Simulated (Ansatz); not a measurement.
# CCSD(T) forces

C₂HO (SMILES [C]1=CO1), doublet, displaced at random from a GFN2-xTB minimum.

| atom | x (Å) | y (Å) | z (Å) |
| --- | --- | --- | --- |
| C1 | -0.6514 | -0.9561 | 0.1029 |
| C2 | 0.3159 | -0.0329 | 0.0688 |
| O3 | -0.8481 | 0.3835 | -0.4538 |
| H4 | 1.1829 | 0.5430 | 0.3427 |

Program: Ansatz 0.2.0. Basis: def2-TZVPP. Cores are frozen in the correlated methods; orbitals are unrestricted. B3LYP uses VWN-RPA correlation.

CCSD(T) forces from the calculation:
```
atom      Fx      Fy  Fz (eV/Å)
  C1  -0.472  -1.806      0.365
  C2   1.308   0.684      0.640
  O3  -0.881   1.292     -0.828
  H4   0.045  -0.170     -0.177
```

Root-mean-square difference of the force components from those of CCSD(T): PBE0-D4 0.485; wB97M-V 0.417; r2SCAN-D4 0.214; PBE-D4 0.150; B97M-V 0.358; B3LYP-D4 0.309 eV/Å.

The T1 diagnostic stays at or below 0.020. ⟨S²⟩ of the unrestricted Hartree–Fock references: 0.77 (a pure state has 0.75). These are differences at one structure, and CCSD(T) in triple zeta is itself an approximation.

For scale, one of the runs: CCSD(T)/def2-TZVPP forces, 107 basis functions (an equivalent command: `ansatz run in.yaml --threads 4`). Hardware: 4 CPU threads, shared host. Wall time 38 s; peak host memory 1.4 GiB.
